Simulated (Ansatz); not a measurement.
A made-up structure of SiH₂SO, singlet:

```xyz
5
angstrom
O -0.4589 -0.0331 -1.1172
Si 0.2522 0.1668 0.3283
S 1.4845 1.5734 0.7956
H 2.3284 2.3414 1.5356
H -0.2225 -0.9271 1.2094
```

It is relaxed with PBE-D4/def2-SVP and then PBE0-D4/def2-TZVP (Ansatz 0.2.0). Atoms count as bonded within 1.22 times the sum of their covalent radii (H–H: 0.88 Å). The end point is not checked to be a true minimum.

Task: Does its bonding change? (Judge from chemistry; the calculation decides.)

Result: The calculation gives: No: no bond forms or breaks.

Where it ends: The first stage lowers the energy by 1.91 eV in 9 steps. It ends as SiH₂SO ([O][SiH][SH]):
```
5
angstrom
O -0.4735 -0.0739 -1.0717
Si 0.2710 0.2527 0.2049
S 1.5479 1.8938 0.4380
H 1.8256 1.5737 1.7151
H 0.2126 -0.5250 1.4655
```

Labels in which every atom is bracketed show which atoms are joined, not bond orders.

For scale, one of the runs: PBE0-D4/def2-TZVP relaxation, 117 basis functions, launched by `ansatz run in.yaml --threads 2 --pin off --events-out ev --progress --plain --max-ram 4352MiB`. Hardware: 2 CPU threads of an Intel Xeon 6975P-C, shared host. Wall time about 6 s.
